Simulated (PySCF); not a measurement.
Thiirane, C2H4S, SMILES C1CS1, point group C2v.

Level: PBE0/pcSseg-1 in PySCF (density fitting, grid level 2); geometry and Hessian at that level, cubic constants and property derivatives from steps of ±0.6 along each species' dimensionless normal coordinates, second-order vibrational perturbation theory. The parent has the commonest isotopes.

Equilibrium geometry (Å):

| atom | x | y | z |
| --- | --- | --- | --- |
| C1 | -0.7362 | -0.0758 | 0.0052 |
| C2 | 0.7412 | -0.0670 | -0.0129 |
| S3 | -0.0103 | 1.5636 | -0.2596 |
| H4 | -1.2408 | -0.2162 | 0.9598 |
| H5 | -1.2613 | -0.4993 | -0.8496 |
| H6 | 1.2706 | -0.2013 | 0.9291 |
| H7 | 1.2502 | -0.4844 | -0.8803 |

An isotope shift is δ(isotopologue) − δ(parent), that is, the negative of the change in the averaged GIAO shielding; n counts bonds from the nearest label (0: the labelled atom itself). These are computed values; those of heavy atoms are rounded to 5 ppb, about the numerical noise. One-bond deuterium shifts of ¹³C at such levels come out too large, by a quarter to a half.

(1) What isotope shifts arise with ¹³C at 1?

(2) What isotope shifts arise with ³⁴S at 3?

(3) What isotope shifts arise with ³⁴S at 3, ²H at 4?

Answers

(1) 
```
nucleus  n  0 K (ppb)  200 K (ppb)
     C1  0         -5           -5
     C2  1        -10          -10
     S3  1       -200         -190
     H4  1         -1           -1
     H5  1         -1           -1
     H6  2          0            0
     H7  2          0            0
```

(2) 
```json
{"nucleus": "S3", "n": "0", "0 K (ppb)": "-65", "200 K (ppb)": "-60"}
{"nucleus": "C1", "n": "1", "0 K (ppb)": "-10", "200 K (ppb)": "-10"}
{"nucleus": "C2", "n": "1", "0 K (ppb)": "-10", "200 K (ppb)": "-10"}
{"nucleus": "H4", "n": "2", "0 K (ppb)": "0", "200 K (ppb)": "0"}
{"nucleus": "H5", "n": "2", "0 K (ppb)": "0", "200 K (ppb)": "0"}
{"nucleus": "H6", "n": "2", "0 K (ppb)": "0", "200 K (ppb)": "0"}
{"nucleus": "H7", "n": "2", "0 K (ppb)": "0", "200 K (ppb)": "0"}
```

(3) 
```csv
nucleus,n,0 K (ppb),200 K (ppb)
S3,0,-1295,-1275
H4,0,-134,-132
C1,1,-310,-305
C2,1,-95,-95
H5,2,-7,-7
H6,2,-6,-5
H7,2,-6,-6
```
